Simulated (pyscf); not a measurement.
[HN=Si–F]• + hydrogen (H₂) -> [HN=SiH]• + hydrogen fluoride (HF) (four-centre exchange; doublet surface; F–Si, H–H broken, H–Si, F–H formed). Single points on ωB97X-D3(BJ)/def2-SVP structures (PySCF, gas phase). Energies in kcal/mol from the separated reactants.

| level | barrier | reaction energy |
|---|---|---|
| r²SCAN/def2-TZVP | 41.2 | +30.0 |
| B3LYP-D3(BJ)/def2-TZVP | ? | +28.9 |
| PBE0-D3(BJ)/def2-TZVP | 39.9 | +26.5 |
| M06-2X/def2-TZVP | ? | ? |
| ωB97M-D3(BJ)/def2-TZVP | 43.8 | +28.4 |
| HF/def2-TZVP | 58.9 | +29.0 |

Problem. Some entries are withheld; supply them.

Solution. 
- B3LYP-D3(BJ)/def2-TZVP, barrier: 44.0
- M06-2X/def2-TZVP, barrier: 46.9
- M06-2X/def2-TZVP, reaction energy: +30.2

The functionals in the table span 6.9 kcal/mol in this barrier, from PBE0-D3(BJ) to M06-2X. On the product side the descent ends in a complex, 7.9 kcal/mol under the separated species and 23.4 kcal/mol under the saddle at ωB97X-D3(BJ)/def2-TZVP. The same reactants have a lower exit, to H₂N–Si:–F [singlet] + H• (barrier +10.4 kcal/mol at ωB97M-D3(BJ)/def2-TZVP, against +43.8 kcal/mol here). This is the saddle that the search found; another between the same sides may lie lower.
